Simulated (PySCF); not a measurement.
PySCF input (MN15/def2-TZVPD):

```python
from pyscf import gto, scf, dft

mol = gto.M(
    atom='''
    Al    0.08830293    0.05630075    0.00075444
    F    -1.33568991   -0.85161768   -0.01141179
    F    -0.12697174    1.54065567   -0.66130369
    F     1.33511297   -0.77036129    0.67162574
    ''',
    basis='def2-tzvpd',
    charge=1,
    spin=1,
    verbose=4,
)

mf = dft.UKS(mol, xc='mn15').density_fit(auxbasis='def2-universal-jkfit')
mf.grids.level = 4
mf.conv_tol = 1e-9
mf.max_cycle = 100
mf.max_memory = 1500
mf.kernel()
if not mf.converged:
    mf = mf.newton()
    mf.kernel(mf.make_rdm1())
for _ in range(2):
    mo, _, stable, _ = mf.stability(return_status=True)
    if stable:
        break
    mf.kernel(mf.make_rdm1(mo, mf.mo_occ))
mf.analyze()
```

Output:

```
PySCF version 2.14.0

[INPUT] verbose = 4
[INPUT] num. atoms = 4
[INPUT] num. electrons = 39
[INPUT] charge = 1
[INPUT] spin (= nelec alpha-beta = 2S) = 1
[INPUT] symmetry False subgroup None
[INPUT] Mole.unit = angstrom
[INPUT] Symbol           X                Y                Z      unit          X                Y                Z       unit  Magmom
[INPUT]  1 Al     0.088302930000   0.056300750000   0.000754440000 AA    0.166868353697   0.106392998108   0.001425684977 Bohr   0.0
[INPUT]  2 F     -1.335689910000  -0.851617680000  -0.011411790000 AA   -2.524088117245  -1.609324178037  -0.021565157691 Bohr   0.0
[INPUT]  3 F     -0.126971740000   1.540655670000  -0.661303690000 AA   -0.239941814159   2.911417268558  -1.249682859264 Bohr   0.0
[INPUT]  4 F      1.335112970000  -0.770361290000   0.671625740000 AA    2.522997858655  -1.455771855067   1.269188706808 Bohr   0.0

nuclear repulsion = 157.360481645364
number of shells = 57
number of NR pGTOs = 234
number of NR cGTOs = 163
basis = def2-tzvpd
ecp = {}

******** <class 'pyscf.df.df_jk.DFUKS'> ********
method = DFUKS
initial guess = minao
damping factor = 0
level_shift factor = 0
DIIS = <class 'pyscf.scf.diis.CDIIS'>
diis_start_cycle = 1
diis_space = 8
diis_damp = 0
SCF conv_tol = 1e-09
SCF conv_tol_grad = None
SCF max_cycles = 100
direct_scf = False
number electrons alpha = 20  beta = 19
XC library pyscf.dft.libxc version 7.1.2
    S. Lehtola, C. Steigemann, M. J. T. Oliveira, and M. A. L. Marques,  SoftwareX 7, 1–5 (2018)
XC functionals = mn15
    H. S. Yu, X. He, S. L. Li, and D. G. Truhlar,  Chem. Sci. 7, 5032–5051 (2016)
    H. S. Yu, X. He, S. L. Li, and D. G. Truhlar,  Chem. Sci. 7, 5032–5051 (2016)
radial grids:
    Treutler-Ahlrichs [JCP 102, 346 (1995); DOI:10.1063/1.469408] (M4) radial grids

becke partition: Becke, JCP 88, 2547 (1988); DOI:10.1063/1.454033
pruning grids: <function nwchem_prune>
grids dens level: 4
symmetrized grids: False
atomic radii adjust function: <function treutler_atomic_radii_adjust>
small_rho_cutoff = 0
Set gradient conv threshold to 3.16228e-05
tot grids = 115200
******** <class 'pyscf.df.df.DF'> ********
auxbasis = def2-universal-jkfit
init E= -541.878765597449
  alpha nocc = 20  HOMO = -0.556466445607098  LUMO = -0.114080175755454
  beta  nocc = 19  HOMO = -0.566957535384351  LUMO = -0.556466445607098

WARN: HOMO -0.556466445607098 >= LUMO -0.556466445607098

[...]
  beta  nocc = 19  HOMO = -0.725306250743647  LUMO = -0.611474205014254
  HOMO = -0.725306250744  LUMO = -0.611474205014  gap/eV = 3.09753
Extra cycle  E= -541.469538472379  delta_E= 4.45e-11  |g|= 2.83e-05  |ddm|= 2.59e-05
converged SCF energy = -541.469538472379  <S^2> = 0.75717482  2S+1 = 2.007162
uhf_internal: lowest eigs of H = [0.03080849 0.04691812 0.07794061]
<class 'pyscf.df.df_jk.DFUKS'> wavefunction is stable in the internal stability analysis
**** SCF Summaries ****
Total Energy =                        -541.469538472379099
Nuclear Repulsion Energy =             157.360481645363620
One-electron Energy =                -1057.755205634578260
Two-electron Energy =                  358.925185516835541
Two-electron Coulomb Energy =          408.376945298991586
DFT Exchange-Correlation Energy =      -49.451759782156024
HOMO-LUMO gap [eV] =                     3.097527737788808
**** MO energy ****
                             alpha | beta                alpha | beta
MO #1   energy= -55.6145709303105  | -55.6147205801532  occ= 1 | 1
MO #2   energy= -24.6714268379147  | -24.6588150599004  occ= 1 | 1
MO #3   energy= -24.5797487739292  | -24.5735248311663  occ= 1 | 1
MO #4   energy= -24.5797405966651  | -24.5735138008221  occ= 1 | 1
MO #5   energy= -4.42000684964801  | -4.4203439991952   occ= 1 | 1
MO #6   energy= -3.10877001781259  | -3.10896098617936  occ= 1 | 1
MO #7   energy= -3.10314167628901  | -3.10358383944425  occ= 1 | 1
MO #8   energy= -3.09986313100599  | -3.10028436794581  occ= 1 | 1
MO #9   energy= -1.57276207643325  | -1.53667898004401  occ= 1 | 1
MO #10  energy= -1.50196179633937  | -1.48696898583389  occ= 1 | 1
MO #11  energy= -1.49590073662496  | -1.48092072071526  occ= 1 | 1
MO #12  energy= -0.892602783766564 | -0.873856979289181 occ= 1 | 1
MO #13  energy= -0.879186088745375 | -0.8244978272834   occ= 1 | 1
MO #14  energy= -0.845123575174604 | -0.815373569465741 occ= 1 | 1
MO #15  energy= -0.825579624414679 | -0.797640610457771 occ= 1 | 1
MO #16  energy= -0.80553914159862  | -0.768876272298462 occ= 1 | 1
MO #17  energy= -0.790895622258236 | -0.762034633552603 occ= 1 | 1
MO #18  energy= -0.779051928690883 | -0.736643004800961 occ= 1 | 1
MO #19  energy= -0.778283912383396 | -0.725306250743647 occ= 1 | 1
MO #20  energy= -0.771467091520345 | -0.611474205014254 occ= 1 | 0
MO #21  energy= -0.277009715673849 | -0.276559919610399 occ= 0 | 0
MO #22  energy= -0.21646562304452  | -0.215477069169424 occ= 0 | 0
MO #23  energy= -0.128517915870934 | -0.125333725349088 occ= 0 | 0
MO #24  energy= -0.0950628935047369 | -0.0897649240990798 occ= 0 | 0
MO #25  energy= -0.0707353500660965 | -0.069726673684873 occ= 0 | 0
MO #26  energy= -0.040150953375946 | -0.0400888581293781 occ= 0 | 0
MO #27  energy= -0.0342679034225706 | -0.0340732253391833 occ= 0 | 0
MO #28  energy= -0.0309506166393955 | -0.030977522619945 occ= 0 | 0
MO #29  energy= -0.0176319222478754 | -0.0157730071287812 occ= 0 | 0
MO #30  energy= -0.0162239433355167 | -0.0157274456126811 occ= 0 | 0
MO #31  energy= -0.00224382532998096 | -0.00187200453599652 occ= 0 | 0
MO #32  energy= -0.000672985070698628 | -0.000778297535258682 occ= 0 | 0
MO #33  energy= 0.0113109972890639 | 0.0134162911202695 occ= 0 | 0
MO #34  energy= 0.0527636574074359 | 0.0527244344243464 occ= 0 | 0
MO #35  energy= 0.072463243518516  | 0.0719917296256637 occ= 0 | 0
MO #36  energy= 0.0740993393147894 | 0.0775287687888968 occ= 0 | 0
MO #37  energy= 0.0868102446505873 | 0.087596363468297  occ= 0 | 0
MO #38  energy= 0.088766074243261  | 0.0885963729933574 occ= 0 | 0
MO #39  energy= 0.0976479627025114 | 0.098192029404844  occ= 0 | 0
MO #40  energy= 0.100270994374997  | 0.10086595055003   occ= 0 | 0
MO #41  energy= 0.113696531900139  | 0.117066864268923  occ= 0 | 0
MO #42  energy= 0.118033556128641  | 0.118279989309318  occ= 0 | 0
MO #43  energy= 0.129540026062228  | 0.129908752551121  occ= 0 | 0
MO #44  energy= 0.135414692481513  | 0.136016718502485  occ= 0 | 0
MO #45  energy= 0.138789356815989  | 0.139779831705817  occ= 0 | 0
MO #46  energy= 0.150039203495748  | 0.149191530243106  occ= 0 | 0
MO #47  energy= 0.201928079662455  | 0.203881020634034  occ= 0 | 0
MO #48  energy= 0.210094876462937  | 0.212090981813359  occ= 0 | 0
MO #49  energy= 0.270764347612106  | 0.272065333208565  occ= 0 | 0
MO #50  energy= 0.293842169635672  | 0.297163283431475  occ= 0 | 0
MO #51  energy= 0.30202092787921   | 0.303582394792718  occ= 0 | 0
MO #52  energy= 0.335306142931479  | 0.338856853377776  occ= 0 | 0
MO #53  energy= 0.376578475542056  | 0.382213326409339  occ= 0 | 0
MO #54  energy= 0.398166089806404  | 0.400150979052518  occ= 0 | 0
MO #55  energy= 0.402639714526804  | 0.411882968996707  occ= 0 | 0
MO #56  energy= 0.418475016376834  | 0.427164172934343  occ= 0 | 0
MO #57  energy= 0.42952618045079   | 0.429654874081708  occ= 0 | 0
MO #58  energy= 0.438982029931909  | 0.441654017040149  occ= 0 | 0
MO #59  energy= 0.459700457602986  | 0.462799814893765  occ= 0 | 0
MO #60  energy= 0.489386243975998  | 0.49188993910082   occ= 0 | 0
MO #61  energy= 0.497625876485886  | 0.498909472503673  occ= 0 | 0
MO #62  energy= 0.498191898989874  | 0.500160347147629  occ= 0 | 0
MO #63  energy= 0.498786292879605  | 0.507768799977676  occ= 0 | 0
MO #64  energy= 0.514576647165457  | 0.52098953553648   occ= 0 | 0
MO #65  energy= 0.550656453689948  | 0.554707755122241  occ= 0 | 0
MO #66  energy= 0.581755584605446  | 0.589032637593093  occ= 0 | 0
MO #67  energy= 0.595392004379094  | 0.599625855374911  occ= 0 | 0
MO #68  energy= 0.604436838539575  | 0.605645448881894  occ= 0 | 0
MO #69  energy= 0.618118743065451  | 0.61908096239482   occ= 0 | 0
MO #70  energy= 0.644806674943305  | 0.645243698672649  occ= 0 | 0
MO #71  energy= 0.649277452256819  | 0.653768459839292  occ= 0 | 0
MO #72  energy= 0.653916932539797  | 0.655493153321852  occ= 0 | 0
MO #73  energy= 0.695257874983098  | 0.718881855090991  occ= 0 | 0
MO #74  energy= 0.739551558910868  | 0.741448751244441  occ= 0 | 0
MO #75  energy= 0.796556666724455  | 0.796285864238641  occ= 0 | 0
MO #76  energy= 0.798397085606022  | 0.799145652732986  occ= 0 | 0
MO #77  energy= 0.812966081972509  | 0.815369233330512  occ= 0 | 0
MO #78  energy= 0.852643495359266  | 0.853904521776088  occ= 0 | 0
MO #79  energy= 0.914043252471416  | 0.919210037583507  occ= 0 | 0
MO #80  energy= 0.944861286195845  | 0.951471552693165  occ= 0 | 0
MO #81  energy= 0.967220886136564  | 0.971640087869403  occ= 0 | 0
MO #82  energy= 0.968804322121667  | 0.972106945332828  occ= 0 | 0
MO #83  energy= 0.977627552825099  | 0.980337221560535  occ= 0 | 0
MO #84  energy= 0.994488970415378  | 0.997835381878785  occ= 0 | 0
MO #85  energy= 1.01463083910816   | 1.02925851441017   occ= 0 | 0
MO #86  energy= 1.04860977804005   | 1.05645427895175   occ= 0 | 0
MO #87  energy= 1.0776453453051    | 1.08516407068553   occ= 0 | 0
MO #88  energy= 1.20043257874419   | 1.21060642556907   occ= 0 | 0
MO #89  energy= 1.22730408365523   | 1.23404796075175   occ= 0 | 0
MO #90  energy= 1.32637121032415   | 1.32790066023162   occ= 0 | 0
MO #91  energy= 1.84581576938552   | 1.84640608910087   occ= 0 | 0
MO #92  energy= 1.92205609620118   | 1.94501182400075   occ= 0 | 0
MO #93  energy= 1.95484203063366   | 1.98711526652728   occ= 0 | 0
MO #94  energy= 1.98778522211222   | 1.9995176932503    occ= 0 | 0
MO #95  energy= 2.0191751482607    | 2.03211196962558   occ= 0 | 0
MO #96  energy= 2.03684701457138   | 2.04396585293168   occ= 0 | 0
MO #97  energy= 2.04984124582577   | 2.0576825759636    occ= 0 | 0
MO #98  energy= 2.05094398857555   | 2.06196237675378   occ= 0 | 0
MO #99  energy= 2.06458915209705   | 2.07203225928949   occ= 0 | 0
MO #100 energy= 2.10474921352149   | 2.12331036982683   occ= 0 | 0
MO #101 energy= 2.15669326568288   | 2.15858338605779   occ= 0 | 0
MO #102 energy= 2.15874395038907   | 2.17667757753729   occ= 0 | 0
MO #103 energy= 2.20674625382294   | 2.20981269315504   occ= 0 | 0
MO #104 energy= 2.2127684125512    | 2.22114576968375   occ= 0 | 0
[...]
```
